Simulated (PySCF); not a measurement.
Bond curve of SiN⁺

Set-up: PySCF, no relativity, basis sets Si def2-TZVPPD, N def2-TZVPPD. Energies in eV from Si⁺ + N in their ground configurations at the same level. All curves are PBE0. state 1: ³Σ⁻ (triplet), unpaired electrons π ↑↑; state 2: ³Π (triplet), unpaired electrons σ ↑, π ↑, a second solution, started from another occupation; state 3: Ms = 0 determinant of mixed spin (⟨S²⟩ near 1.0), unpaired electrons π ↑↓, a mixture of terms (⟨Lz²⟩ = 2.0), a second solution, started from another occupation; state 4: Ms = 0 determinant of mixed spin (⟨S²⟩ near 1.0), unpaired electrons σ ↓, π ↑, a second solution, started from another occupation.

```
R (Å)  state 1  state 2  state 3  state 4
1.538   -1.679   -2.227   -1.193   -1.874
1.609   -2.265   -2.502   -1.783   -2.128
1.681   -2.586   -2.558   -2.107   -2.162
1.734   -2.699   -2.500   -2.221   -2.087
1.788   -2.731   -2.383   -2.253   -1.950
1.842   -2.700   -2.225   -2.221   -1.771
1.913   -2.587   -1.978   -2.105   -1.486
2.003   -2.370   -1.659   -1.880   -1.094
2.110   -2.045   -1.314   -1.541   -0.662
2.253   -1.575   -0.961   -1.036   -0.214
```

Q: Put a parabola through the three lowest points of the state 1 curve and estimate Re, k and ωe (reduced mass 9.332 u; 1 eV/Å² = 0.16022 mdyn/Å; ωe = 1302.8·√(k/μ) cm⁻¹).

A: Through R = 1.734, 1.788, 1.842 Å the second-order coefficient is 10.8 eV/Å², so Re ≈ 1.788 Å, k ≈ 3.46 mdyn/Å and ωe ≈ 793 cm⁻¹. A polynomial fit of higher order to the unrounded PBE0 energies gives Re = 1.786 Å, k = 3.50 mdyn/Å, ωe = 798 cm⁻¹; anharmonicity and rounding make the difference.

The higher-order fit for each curve: state 1: Re = 1.786 Å, ωe = 798 cm⁻¹, De = 2.73 eV; state 2: Re = 1.668 Å, ωe = 946 cm⁻¹, minimum 2.56 eV below the ground-state fragments; state 3: Re = 1.786 Å, ωe = 805 cm⁻¹, minimum 2.25 eV below the ground-state fragments; state 4: Re = 1.658 Å, ωe = 976 cm⁻¹, minimum 2.17 eV below the ground-state fragments.

⟨S²⟩ of the unrestricted solution departs from its pure value on part of the curve, where spin states mix. For an ion De counts to the pair picked by the measured ionisation energies or electron affinities, which need not be the lowest pair at this level. The state is the lowest determinant that a PBE0 search found; another state may lie lower at other levels.
